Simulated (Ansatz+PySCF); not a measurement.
Values are calculated unless marked as measured or tabulated.
**Several solutions for triplet C4H6**

```yaml
atoms:
  - { symbol: C, position_ang: [0.0000, 0.0000, 0.0000] }
  - { symbol: C, position_ang: [1.4143, 0.0000, 0.0000] }
  - { symbol: C, position_ang: [-0.7072, 1.2248, 0.0000] }
  - { symbol: C, position_ang: [-0.7072, -1.2248, 0.0000] }
  - { symbol: H, position_ang: [1.9765, -0.9363, 0.0000] }
  - { symbol: H, position_ang: [1.9765, 0.9363, 0.0000] }
  - { symbol: H, position_ang: [-1.7991, 1.2436, 0.0000] }
  - { symbol: H, position_ang: [-0.1774, 2.1799, 0.0000] }
  - { symbol: H, position_ang: [-1.7991, -1.2436, 0.0000] }
  - { symbol: H, position_ang: [-0.1774, -2.1799, 0.0000] }
```

Basis set: def2-SVP (spherical functions). Charge 0, multiplicity 3.

CASSCF(4,4) was run from several starts with Ansatz (development build ahead of 0.2.0) and PySCF 2.14.0. The starts are those of the Hartree–Fock orbitals from which the active space was taken at the frontier.

| run | program | start | converged | energy (hartree) | <S²> |
| --- | --- | --- | --- | --- | --- |
| A | Ansatz | search for the lowest state | yes | -154.79426 | 2.00 |
| B | Ansatz | stability test followed | yes | -154.79426 | 2.00 |
| C | PySCF | program defaults | yes | -154.75463 | 2.00 |
| D | Ansatz | atomic start, no search | yes | -154.79426 | 2.00 |

Which runs reached the lowest solution of this kind, and what is wrong with the others?

A, B, D reached the lowest solution found. Converged but too high: C by 1.08 eV. Convergence only shows a stationary point; in CASSCF the end hangs on which orbitals enter the active space. Caution: other starts end on other solutions of this active space.
